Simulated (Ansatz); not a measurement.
A ladder of methods for CF+ (SMILES [C+]F)

CF+, singlet, SMILES `[C+]F`. Each level relaxes the structure for itself.

Quantity: the harmonic wavenumber, in cm⁻¹. The values are calculated.

```
               level                    kind  program  value (cm⁻¹)  less CCSD(T)/def2-TZVP
     SVWN5/def2-TZVP                     LDA   Ansatz          1765                     -14
PBE-D3(BJ)/def2-TZVP                     GGA   Ansatz          1703                     -76
    r2SCAN/def2-TZVP                meta-GGA   Ansatz          1770                      -9
  B3LYP-D4/def2-TZVP           global hybrid   Ansatz          1788                      +9
   PBE0-D4/def2-TZVP           global hybrid   Ansatz          1816                     +37
   wB97X-V/def2-TZVP  range-separated hybrid   Ansatz          1808                     +29
   CCSD(T)/def2-TZVP   coupled cluster or CI   Ansatz          1779                       0
```

Differences are taken from CCSD(T)/def2-TZVP for orientation; it has basis-set and higher-order errors of its own. Its T1 diagnostic reaches 0.021, a sign that one reference may not serve. Harmonic and unscaled. The values span 1703 to 1816 cm⁻¹.
